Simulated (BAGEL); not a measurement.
# HF/STO-3G (density fitting with qzvpp-jkfit) run of C2H6P− (SMILES C[P-]C)

Aim: the vertical singlet–triplet gap of C2H6P− at HF/STO-3G (density fitting with qzvpp-jkfit), from 2 runs. 

Program for the calculation: BAGEL 1.2.2.

1 further run of the same task is left out (set aside as unsound or not needed).

**1. The structure to begin with**

C2H6P−: 9 atoms, total charge -1, spin state singlet. As SMILES, `C[P-]C`. The coordinates come from a GFN2-xTB relaxation.

Bond lengths: C1–P2 1.861 Å, P2–C3 1.861 Å, C1–H4 1.094 Å, C1–H5 1.089 Å, C1–H6 1.094 Å, C3–H7 1.094 Å, C3–H8 1.089 Å, C3–H9 1.094 Å. Some angles: C1–P2–C3 94.8°, P2–C1–H4 111.1°, P2–C1–H5 107.8°, P2–C1–H6 111.2°, P2–C3–H7 111.1°, P2–C3–H8 107.7°, P2–C3–H9 111.1°, H4–C1–H5 108.9°, H4–C1–H6 108.9°, H5–C1–H6 108.9°.

**2. A single-point energy at HF/STO-3G (density fitting with qzvpp-jkfit)**

job.json reads:

```json
{ "bagel": [

{
  "title": "molecule",
  "basis": "sto-3g",
  "df_basis": "qzvpp-jkfit",
  "angstrom": "true",
  "geometry": [
    { "atom": "C", "xyz": [   -0.502770,    1.029600,   -0.750770 ] },
    { "atom": "P", "xyz": [    0.880310,   -0.205690,   -0.909840 ] },
    { "atom": "C", "xyz": [    0.533660,   -1.036600,    0.719240 ] },
    { "atom": "H", "xyz": [   -1.472780,    0.528570,   -0.678310 ] },
    { "atom": "H", "xyz": [   -0.494300,    1.654720,   -1.642110 ] },
    { "atom": "H", "xyz": [   -0.365870,    1.664840,    0.129400 ] },
    { "atom": "H", "xyz": [   -0.473850,   -1.463530,    0.738050 ] },
    { "atom": "H", "xyz": [    1.259820,   -1.838600,    0.843840 ] },
    { "atom": "H", "xyz": [    0.635770,   -0.333320,    1.550510 ] }
  ]
},
{ "title": "hf", "charge": -1 },
{ "title": "print", "file": "orbitals.molden", "orbitals": "true" }

]}
```

Started as:

```console
BAGEL_NUM_THREADS=1 BAGEL job.json > job.out
```

The program printed:

```text
* using 1 threads per process

  ===============================================================
  ===============================================================

  *** Geometry ***

  { "atom" : "C", "xyz" : [     -0.950098,      1.945662,     -1.418750 ] },
  { "atom" : "P", "xyz" : [      1.663545,     -0.388698,     -1.719348 ] },
  { "atom" : "C", "xyz" : [      1.008471,     -1.958890,      1.359167 ] },
  { "atom" : "H", "xyz" : [     -2.783151,      0.998853,     -1.281820 ] },
  { "atom" : "H", "xyz" : [     -0.934092,      3.126968,     -3.103138 ] },
  { "atom" : "H", "xyz" : [     -0.691394,      3.146092,      0.244531 ] },
  { "atom" : "H", "xyz" : [     -0.895447,     -2.765671,      1.394712 ] },
  { "atom" : "H", "xyz" : [      2.380715,     -3.474450,      1.594626 ] },
  { "atom" : "H", "xyz" : [      1.201431,     -0.629884,      2.930039 ] },

  Number of auxiliary basis functions:      386

  Since a DF basis is specified, we compute 2- and 3-index integrals:
    o Being stored without compression. Storage requirement is 0.002 GB

  Number of basis functions:       25
  Number of electrons      :       33

    * METHOD: MOLECULE                             0.08

  *** RHF ***

  === Nuclear Repulsion ===
   104.1844953027

      * DIIS with orbital gradients will be used.

  === RHF iteration (sto-3g) ===
      0       -414.93193429          0.01463664           0.01
      1       -414.98985816          0.00328692           0.01
      2       -414.99264037          0.00083735           0.01
      3       -414.99286019          0.00014640           0.01
      4       -414.99287206          0.00001889           0.01
      5       -414.99287226          0.00000188           0.01
      6       -414.99287226          0.00000020           0.01
      7       -414.99287226          0.00000005           0.01
      8       -414.99287226          0.00000000           0.01
    * SCF iteration converged.

    * Permanent dipole moment:
           (    0.336754,    -0.078716,    -0.348069) a.u.

    * METHOD: HF                                   0.11

    * METHOD: PRINT                                0.00

  ===============================================================
```

Run time: 0.34 s. Hardware: 1 thread of Arm Neoverse V2, shared host.

**3. The triplet, same level**

calc.json reads:

```json
{ "bagel": [

{
  "title": "molecule",
  "basis": "sto-3g",
  "df_basis": "qzvpp-jkfit",
  "angstrom": true,
  "geometry": [
    { "atom": "C", "xyz": [   -0.502770,    1.029600,   -0.750770 ] },
    { "atom": "P", "xyz": [    0.880310,   -0.205690,   -0.909840 ] },
    { "atom": "C", "xyz": [    0.533660,   -1.036600,    0.719240 ] },
    { "atom": "H", "xyz": [   -1.472780,    0.528570,   -0.678310 ] },
    { "atom": "H", "xyz": [   -0.494300,    1.654720,   -1.642110 ] },
    { "atom": "H", "xyz": [   -0.365870,    1.664840,    0.129400 ] },
    { "atom": "H", "xyz": [   -0.473850,   -1.463530,    0.738050 ] },
    { "atom": "H", "xyz": [    1.259820,   -1.838600,    0.843840 ] },
    { "atom": "H", "xyz": [    0.635770,   -0.333320,    1.550510 ] }
  ]
},
{ "title": "uhf", "charge": -1, "nopen": 2 },
{ "title": "print", "file": "orbitals.molden", "orbitals": true }

]}
```

Started as:

```console
BAGEL_NUM_THREADS=1 BAGEL calc.json > calc.out
```

The program printed:

```text
* using 1 threads per process

  ===============================================================
  ===============================================================

  *** Geometry ***

  { "atom" : "C", "xyz" : [     -0.950098,      1.945662,     -1.418750 ] },
  { "atom" : "P", "xyz" : [      1.663545,     -0.388698,     -1.719348 ] },
  { "atom" : "C", "xyz" : [      1.008471,     -1.958890,      1.359167 ] },
  { "atom" : "H", "xyz" : [     -2.783151,      0.998853,     -1.281820 ] },
  { "atom" : "H", "xyz" : [     -0.934092,      3.126968,     -3.103138 ] },
  { "atom" : "H", "xyz" : [     -0.691394,      3.146092,      0.244531 ] },
  { "atom" : "H", "xyz" : [     -0.895447,     -2.765671,      1.394712 ] },
  { "atom" : "H", "xyz" : [      2.380715,     -3.474450,      1.594626 ] },
  { "atom" : "H", "xyz" : [      1.201431,     -0.629884,      2.930039 ] },

  Number of auxiliary basis functions:      386

  Since a DF basis is specified, we compute 2- and 3-index integrals:
    o Being stored without compression. Storage requirement is 0.002 GB

  Number of basis functions:       25
  Number of electrons      :       33

    * METHOD: MOLECULE                             0.08

  *** Open-shell HF ***

  === Nuclear Repulsion ===
   104.1844953027

      * DIIS with orbital gradients will be used.

  === UHF iteration (sto-3g) ===
      0       -414.72528529          0.02418822           0.01
      1       -414.77503885          0.00481834           0.01
      2       -414.77852892          0.00145900           0.01
      3       -414.77912010          0.00020252           0.01
      4       -414.77916350          0.00008228           0.01
      5       -414.77917657          0.00002506           0.01
      6       -414.77917977          0.00000875           0.01
      7       -414.77918030          0.00000343           0.01
      8       -414.77918041          0.00000106           0.01
      9       -414.77918041          0.00000052           0.01
     10       -414.77918042          0.00000042           0.01
     11       -414.77918042          0.00000036           0.01
     12       -414.77918042          0.00000024           0.01
     13       -414.77918042          0.00000005           0.02
     14       -414.77918042          0.00000002           0.02
     15       -414.77918042          0.00000001           0.02
    * SCF iteration converged.

    * S^2 (UHF) is 2.0137

    * Permanent dipole moment:
           (    0.099961,    -0.024390,    -0.102653) a.u.

    * METHOD: UHF                                  0.28

    * METHOD: PRINT                                0.00

  ===============================================================
```

Run time: 0.52 s. Hardware: 1 thread of Arm Neoverse V2, shared host.

**4. Outcome**

At HF/STO-3G (density fitting with qzvpp-jkfit):

| quantity | value |
| --- | --- |
| singlet: total energy | -414.99287 Eh |
| singlet: HOMO energy | 4.95 eV |
| singlet: LUMO energy | 22.08 eV |
| singlet: HOMO–LUMO gap (to an unbound level, set by the basis) | 17.13 eV |
| triplet: total energy | -414.77918 Eh |
| triplet: ⟨S²⟩ | 2.014 |
| vertical energy of the triplet above the singlet | 5.815 eV |

**Reading.** At this shape the triplet lies 5.81 eV (561 kJ/mol) above the singlet. For an anion a state so high probably lies above electron detachment. In a minimal basis such a difference can be off by several eV, whatever the method. The HOMO (singlet) lies at positive energy, 4.95 eV: the electron is unbound at this level or held by a compact basis; values depend on the basis.
